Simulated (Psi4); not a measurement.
# [HF2]− (SMILES F[H-]F): HF/heavy-aug-cc-pVDZ (sweep point 3)

What is the vertical ionisation energy of [HF2]− at HF/heavy-aug-cc-pVDZ (sweep point 3)? 

Program for the calculation: Psi4 1.11.

### 1 Starting point

[HF2]− has 3 atoms, charge -1, and is taken as a singlet. As SMILES, `F[H-]F`. The coordinates come from a PBE0-D4/def2-TZVPD relaxation.

A long bond or contact: F1–H2 1.143 Å.

### 2 A single-point energy at HF/heavy-aug-cc-pVDZ (sweep point 3)

job.inp reads:

```
memory 1600 MB

molecule mol {
  -1 1
  F     -1.83908146     0.65082168    -0.92785553
  H      0.00000000     0.00000000     0.00000000
  F      1.83908146    -0.65082168     0.92785553
  units bohr
  symmetry c1
}

set {
  basis    heavy-aug-cc-pVDZ
  puream   true
  scf_type pk
}

energy("scf")
print_variables()
```

The run is started by

```console
$ psi4 -n 1 job.inp job.out
```

job.out:

```text
[...]
  Running in c1 symmetry.
[...]
  Nuclear repulsion =   27.080125651462279
[...]
  Multiplicity = 1
[...]
  Nalpha       = 10
  Nbeta        = 10
[...]
    Number of basis functions: 51
[...]
   @RHF iter   1:  -199.43004013418533   -8.40482e-01   1.01860e-02 ADIIS/DIIS
[...]
   @RHF iter   7:  -199.52594911457220   -9.09878e-09   1.47598e-07 DIIS
[...]
    Orbital Energies [Eh]
    ---------------------
    Doubly Occupied:
       1A    -25.970531     2A    -25.970513     3A     -1.263465
       4A     -1.217846     5A     -0.469191     6A     -0.331705
       7A     -0.331705     8A     -0.305575     9A     -0.305575
      10A     -0.285663
[...]
  @RHF Final Energy:  -199.52594911457220
   => Energetics <=
    Nuclear Repulsion Energy =             27.0801256514622786
    One-Electron Energy =                -340.3085954997882254
    Two-Electron Energy =                 113.7025207337537580
    Total Energy =                       -199.5259491145721995
[...]
 Multipole Moments:
 ------------------------------------------------------------------------------------
     Multipole            Electronic (a.u.)      Nuclear  (a.u.)        Total (a.u.)
 ------------------------------------------------------------------------------------
 L = 1.  Multiply by 2.5417464519 to convert [e a0] to [Debye]
 Dipole X            :         -0.0000000            0.0000000           -0.0000000
 Dipole Y            :         -0.0000000            0.0000000           -0.0000000
 Dipole Z            :         -0.0000000            0.0000000           -0.0000000
 Magnitude           :                                                    0.0000000
[...]
```

Run time: 2.4 s. Hardware: 1 thread of Intel Xeon Platinum 8259CL at 2.50GHz (Skylake/Cascade Lake), shared host; peak memory 0.22 GiB.

### 3 Doublet neutral HF2, same level

job.dat reads:

```
memory 1600 MB

molecule system {
  0 2
  F     -1.83908146     0.65082168    -0.92785553
  H      0.00000000     0.00000000     0.00000000
  F      1.83908146    -0.65082168     0.92785553
  units au
  symmetry c1
}

set globals {
  basis heavy-aug-cc-pVDZ
  reference uhf
  puream true
  scf_type pk
  maxiter 150
}

E, wfn = energy("scf", return_wfn=True)
```

The run is started by

```console
$ psi4 -i job.dat -o job.out -n 1
```

job.out:

```text
[...]
  Running in c1 symmetry.
[...]
  Nuclear repulsion =   27.080125651462279
[...]
  Multiplicity = 2
[...]
  Nalpha       = 10
  Nbeta        = 9
[...]
    Number of basis functions: 51
[...]
   @UHF iter   1:  -199.28887744453317   -6.99320e-01   5.02869e-03 ADIIS/DIIS
[...]
   @UHF iter   9:  -199.34233764674838   -4.31825e-09   1.75028e-07 DIIS
[...]
   @S^2 Observed:                8.334066555E-01
[...]
    Orbital Energies [Eh]
    ---------------------
    Alpha Occupied:
       1A    -26.417482     2A    -26.417470     3A     -1.703975
       4A     -1.664643     5A     -0.921921     6A     -0.783416
       7A     -0.742905     8A     -0.742905     9A     -0.723107
      10A     -0.723107
    Alpha Virtual:
      11A      0.184435    12A      0.196269    13A      0.216856
      14A      0.216856    15A      0.236068    16A      0.285541
      17A      0.285541    18A      0.462355    19A      0.469851
      20A      0.881747    21A      1.057170    22A      1.057170
      23A      1.284173    24A      1.284173    25A      1.336417
[...]
  @UHF Final Energy:  -199.34233764674838
   => Energetics <=
    Nuclear Repulsion Energy =             27.0801256514622786
    One-Electron Energy =                -332.6640525634122127
    Two-Electron Energy =                 106.2415892652015685
    Total Energy =                       -199.3423376467483763
  UHF NO Occupations:
  HONO-2 :    8  A 1.9994323
  HONO-1 :    9  A 1.9592137
[...]
 Multipole Moments:
 ------------------------------------------------------------------------------------
     Multipole            Electronic (a.u.)      Nuclear  (a.u.)        Total (a.u.)
 ------------------------------------------------------------------------------------
 L = 1.  Multiply by 2.5417464519 to convert [e a0] to [Debye]
 Dipole X            :          0.0000000            0.0000000            0.0000000
 Dipole Y            :         -0.0000000            0.0000000           -0.0000000
 Dipole Z            :         -0.0000000            0.0000000           -0.0000000
 Magnitude           :                                                    0.0000000
[...]
```

It took 2.2 s on 1 thread of Intel Xeon Platinum 8259CL at 2.50GHz (Skylake/Cascade Lake), shared host; peak memory 0.21 GiB.

### 4 What came out

Level: HF/heavy-aug-cc-pVDZ (sweep point 3).

```
                                                             quantity          value
                                         singlet [HF2]−: total energy  -199.52595 Eh
                                          singlet [HF2]−: HOMO energy       -7.77 eV
                                          singlet [HF2]−: LUMO energy       11.11 eV
singlet [HF2]−: HOMO–LUMO gap (to an unbound level, set by the basis)       18.89 eV
                                    doublet neutral HF2: total energy  -199.34234 Eh
                                   doublet neutral HF2: dipole moment         0.00 D
              doublet neutral HF2: HOMO energy (highest over α and β)      -17.60 eV
               doublet neutral HF2: LUMO energy (lowest over α and β)       -2.53 eV
                                            doublet neutral HF2: ⟨S²⟩          0.833
                  vertical detachment energy (to the doublet neutral)       4.996 eV
```

What this shows: The vertical ionisation energy comes to 5.00 eV (115 kcal/mol). −ε(HOMO) before ionisation, 7.77 eV, is 2.78 eV above this ionisation energy.
